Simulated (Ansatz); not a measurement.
# NH₄O (doublet): wave-function methods side by side at distance N1–H4 along a hydrogen transfer = 1.239 Å, cc-pVDZ

How much of the correlation energy of NH₄O (doublet) does each wave-function method recover here?

Computed with Ansatz 0.2.0, Gaussian basis. Level: cc-pVDZ, core rule «outside noble gas», up to 2 orbitals frozen.

To be run: UHF; CCSD(T) on ROHF; CCSD(T) on UHF; BCCD(T) on ROHF; CISD; CCSDT(Q) on ROHF; CCSDT(Q) on UHF; CASSCF and MRCISD+Q, 3 electrons in 3 orbitals; CASSCF and NEVPT2, 3 electrons in 3 orbitals.

## 1. The geometry

The geometry derives from fragments relaxed apart (PBE0/def2-TZVP) and kept rigid, so it is no stationary point. A hydrogen atom is moved between rigid fragments.

6 atoms, charge 0, spin multiplicity 2.

Atoms are counted from 1 here; the program's logs count them from 0.

Bond lengths: N1–H2 1.012 Å, N1–H3 1.012 Å, N1–H4 1.239 Å, O5–H6 0.973 Å. Angles: H2–N1–H3 107.1°, H2–N1–H4 107.1°, H3–N1–H4 107.1°.

## 2. UHF

in.yaml

```yaml
crystal:
  periodic: [false, false, false]
  atoms:
    - {symbol: N, position_ang: [-1.291679, 0.011087, -0.026067]}
    - {symbol: H, position_ang: [-1.588959, 0.978921, -0.026067]}
    - {symbol: H, position_ang: [-1.588958, -0.391211, 0.854193]}
    - {symbol: H, position_ang: [-0.052679, 0.011087, -0.026067]}
    - {symbol: O, position_ang: [1.240321, 0.011087, -0.026067]}
    - {symbol: H, position_ang: [1.492180, -0.928863, -0.026067]}
basis:
  gaussian: {orbitals: cc-pVDZ}
magnetization: {spin_polarized: true, initial_magnetization: 1}
hamiltonian: {xc: hf}
output: {orbitals: {seedname: orbitals}}
```

Launch:

```
$ ansatz run in.yaml --threads 1 --pin off --events-out ev --progress --plain --max-ram 2816MiB --backend cpu
```

After this run come: CCSD(T) on ROHF; CCSD(T) on UHF; BCCD(T) on ROHF; CISD; CCSDT(Q) on ROHF; CCSDT(Q) on UHF; CASSCF and MRCISD+Q, 3 electrons in 3 orbitals; CASSCF and NEVPT2, 3 electrons in 3 orbitals.

Before running them: what should the planned runs give, taken together? Wanted: UCCSDT(Q) below the RHF energy; RMP2 from UCCSDT(Q); UMP2 from UCCSDT(Q); RCCSD from UCCSDT(Q); RCCSD(T) from UCCSDT(Q); UCCSD(T) from UCCSDT(Q); RCCSDT(Q) from UCCSDT(Q); NEVPT2 pair from UCCSDT(Q); MRCISD+Q pair from UCCSDT(Q).

The runs gave:

| quantity | value |
| --- | --- |
| UCCSDT(Q) below the RHF energy | -11.3671 eV |
| RMP2 from UCCSDT(Q) | +837.8 meV |
| UMP2 from UCCSDT(Q) | +1197.8 meV |
| RCCSD from UCCSDT(Q) | +324.0 meV |
| RCCSD(T) from UCCSDT(Q) | +52.3 meV |
| UCCSD(T) from UCCSDT(Q) | +54.4 meV |
| RCCSDT(Q) from UCCSDT(Q) | -0.1 meV |
| NEVPT2 pair from UCCSDT(Q) | +1019.5 meV |
| MRCISD+Q pair from UCCSDT(Q) | +239.4 meV |
| levels within 1 kcal/mol (43 meV) | RCCSDT, UCCSDT, RCCSDT(Q) |
| T1 diagnostic | 0.029 |

RCCSD(T) misses by +52.3 meV, 0.5 % of the correlation energy. Of the multireference levels listed MRCISD+Q pair comes nearest in total energy (+239.4 meV), which doesn't show that its space is the better one. Coupled cluster took another determinant than the lowest Hartree-Fock one. These misses are within one basis, not against nature; the frozen cores of restricted and unrestricted runs differ, which can shift their rows.
